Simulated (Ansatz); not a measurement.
Geometry optimisation, RKS PBE0/def2-SVP (Ansatz 0.2.0).

Input:

```yaml
crystal:
  periodic: [false, false, false]
  atoms:
    - { symbol: O, position_ang: [-0.49437, 0.18896, -0.53708] }
    - { symbol: B, position_ang: [0.33812, -0.14385, 0.58817] }
    - { symbol: Cl, position_ang: [1.88342, -0.58656, 0.21845] }
    - { symbol: H, position_ang: [-1.42493, 0.46472, -0.46346] }
    - { symbol: H, position_ang: [-0.13012, 0.13905, -1.44166] }
    - { symbol: H, position_ang: [-0.17213, -0.06233, 1.63558] }
total_charge: 1
basis:
  gaussian: { orbitals: def2-SVP }
hamiltonian:
  xc: pbe0
relax:
  f_tol: 0.02
  max_steps: 40
scf:
  lower_state_search: "off"
```

Run as:

```bash
$ ansatz run input.yaml --threads 1 --pin off --max-ram 2048MiB --backend cpu --events-out ev --progress --plain --runs-dir out
```

Problem. Where does it end, and by what steps?

Solution. The forces met the threshold. Limits of this set-up: the dipole of an ion depends on the origin. After 5 steps the energy has fallen by 0.048 eV; Cl3 moved furthest, 0.06 Å.

```json
{"step": "0", "energy less start (eV)": "0.0000", "largest force component (eV/Å)": "1.298", "accepted": "yes"}
{"step": "1", "energy less start (eV)": "-0.0363", "largest force component (eV/Å)": "0.583", "accepted": "yes"}
{"step": "2", "energy less start (eV)": "-0.0468", "largest force component (eV/Å)": "0.096", "accepted": "yes"}
{"step": "3", "energy less start (eV)": "-0.0469", "largest force component (eV/Å)": "0.109", "accepted": "yes"}
{"step": "4", "energy less start (eV)": "-0.0460", "largest force component (eV/Å)": "0.168", "accepted": "no"}
{"step": "5", "energy less start (eV)": "-0.0478", "largest force component (eV/Å)": "0.007", "accepted": "yes"}
```

```xyz
6
Properties=species:S:1:pos:R:3
O -0.490 0.187 -0.550
B 0.354 -0.149 0.597
Cl 1.935 -0.604 0.234
H -1.423 0.464 -0.451
H -0.171 0.155 -1.476
H -0.204 -0.053 1.645
```

Time of the run: 6.8 s on 1 CPU thread of a shared host.
